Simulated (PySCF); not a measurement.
# F2O2S (Sulfuryl fluoride): the cost of one run

Programs: PySCF 2.14.0, with density-fitted response routines of our own. Each step states its level of theory. These are calculated values for one molecule in the gas phase, unless marked as measured. Atoms are numbered from 0 throughout.

## 1. The starting structure

5 atoms, charge 0, multiplicity 1; geometry from: GFN2-xTB. The atoms were then displaced at random by about 0.01 Å, so the start is not that level's minimum.

Bonds of the start (Å): O0–S1 1.41, S1–O2 1.40, S1–F3 1.59, S1–F4 1.60.

## 2. Geometry optimisation at PBE0-D3(BJ)/def2-TZVP

The job: settings as JSON, then the geometry in Å.

```
{"job": {"xc": "PBE0", "basis": "def2-TZVP", "d3": "d3bj", "grid": 2, "shake": 0.01, "kind": "geom"}, "charge": 0, "multiplicity": 1}
O     -0.217900    -1.130410    -0.972470
S     -0.069570    -0.165390     0.040600
O     -0.380960    -0.379060     1.385370
F     -0.711080     1.213960    -0.416610
F      1.413080     0.426940    -0.074770
```

Command:

```console
$ OMP_NUM_THREADS=2 python probes_run.py task.json out
```

One launch serves the whole session: the jobs run in the order shown.

**Question.** How long does this first job take on 2 threads of Intel Xeon Platinum 8259CL at 2.50GHz, shared host, and how much memory does it need?

About 40 s, with a peak of 0.66 GiB.
